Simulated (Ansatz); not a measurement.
A nudged elastic band was laid between two geometries of BH4N + H3P (10 atoms, charge 0, multiplicity 1).

All numbers below come from Ansatz, RKS r2SCAN/6-31G*.

| Property | Result |
| --- | --- |
| movable images | 7 |
| climbing image | yes |
| spring | 5.0 eV/Å² |
| optimiser | quadratic models (default) |
| start path | through a guess of the saddle point |
| force threshold | 0.03 eV/Å |
| iteration limit | 60 |
| end points | relaxed |

First end point:

```xyz
10
Properties=species:S:1:pos:R:3
B 0.082 -0.609 0.065
N 0.060 -0.683 1.458
H -0.795 -0.691 1.999
H 0.896 -0.739 2.024
H 1.141 -0.621 -0.498
H -0.963 -0.546 -0.524
P -0.193 2.863 1.118
H -1.479 2.277 0.952
H -0.735 4.141 1.450
H -0.104 2.465 2.482
```

Last end point:

```xyz
10
Properties=species:S:1:pos:R:3
B -0.169 0.447 0.256
N -0.101 -0.007 1.840
H 0.005 -1.020 1.943
H 0.686 0.441 2.313
H 0.890 0.106 -0.220
H -1.118 -0.147 -0.206
P -0.419 2.392 0.129
H -1.491 2.553 1.068
H 0.575 2.822 1.069
H -0.950 0.272 2.335
```

(1) What changes between the two ends?

(2) Give the energies along the band, and the barrier.

(3) What is the geometry of the highest image?

Results:

(1) Bonds broken: P7–H10. Bonds formed: B1–P7, N2–H10. BH4N + H3P becomes BH7NP.

(2) The run converged. The highest image is number 6 of 0 to 8, 1.65 eV above the first end and 1.72 eV above the last; the last end lies 0.07 eV below the first. Neighbouring images differ by up to 1.6 eV, so the band resolves the path poorly. A vibrational analysis at the climbing image gives one clearly imaginary mode, 1234i cm⁻¹: a first-order saddle point. The orbitals stay closed-shell, which can raise the energy where a bond breaks towards radicals; this wasn't checked here.

```csv
image,path coordinate (Å),energy (eV),P7–H10 (Å),B1–P7 (Å),N2–H10 (Å)
0,0.00,0.00,1.42,3.64,3.31
1,1.13,0.02,1.42,3.86,3.15
2,2.26,0.02,1.42,4.07,3.17
3,3.38,0.02,1.42,4.07,3.29
4,4.51,0.03,1.42,3.81,2.89
5,5.64,0.25,1.42,3.05,2.28
6,6.76,1.65,1.71,2.22,1.42
7,7.93,0.02,2.79,1.97,1.02
8,9.10,-0.07,3.10,1.97,1.02
```

(3) 
```xyz
10
Properties=species:S:1:pos:R:3
B 0.017 0.176 0.380
N -0.033 -0.218 1.872
H -0.797 -0.789 2.210
H 0.832 -0.361 2.378
H 1.121 0.260 -0.084
H -0.880 -0.259 -0.288
P -0.534 2.329 0.311
H -1.752 2.536 1.020
H 0.277 3.063 1.225
H -0.342 1.121 1.502
```

The run took 13 min on 1 thread of Arm Neoverse V1 (shared host), peak memory 0.14 GiB.
